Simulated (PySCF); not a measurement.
Stretching SiB⁺

Set-up: PySCF, no relativity, basis sets Si 6-31G(d,p), B 6-31G(d,p). Energies in eV from Si⁺ + B in their ground configurations at the same level. State: ³Π (triplet), unpaired electrons σ ↑, π ↑.

All columns are PBE0. A positive dipole points towards B; it is taken about the centre of mass and depends on that origin.

```tsv
R (Å)	E (eV)	μ (D)	Mulliken charge on Si (basis-dependent)	HOMO (eV)	LUMO (eV)	Mayer bond order	⟨S²⟩
1.815	-2.227	0.86	0.74	-13.72	-11.82	1.40	2.00
1.900	-2.570	0.80	0.76	-13.65	-11.53	1.38	2.00
1.984	-2.755	0.76	0.76	-13.53	-11.27	1.35	2.00
2.048	-2.818	0.75	0.77	-13.32	-11.09	1.33	2.00
2.111	-2.835	0.75	0.76	-13.12	-10.93	1.29	2.00
2.174	-2.818	0.78	0.76	-12.94	-10.79	1.25	2.01
2.259	-2.760	0.84	0.74	-12.73	-10.61	1.19	2.01
2.364	-2.654	0.97	0.72	-12.50	-10.40	1.10	2.01
2.491	-2.505	1.17	0.69	-12.27	-10.19	0.99	2.01
2.660	-2.305	1.50	0.64	-12.02	-9.93	0.86	2.01
```

A fit through these points gives, at Re = 2.108 Å, μ = 0.75 D and dμ/dR = 0.212 D/Å; the reduced mass is 7.9 u.

Problem. How strong is the fundamental in the double-harmonic approximation, I = 42.26·(dμ/dR)²/μred km/mol?

Solution. I = 42.26·(0.212)²/7.9 = 0.240 km/mol at PBE0.

For an ion De counts to the pair picked by the measured ionisation energies or electron affinities, which need not be the lowest pair at this level. The state was picked by a PBE0 search and need not be the measured ground state.
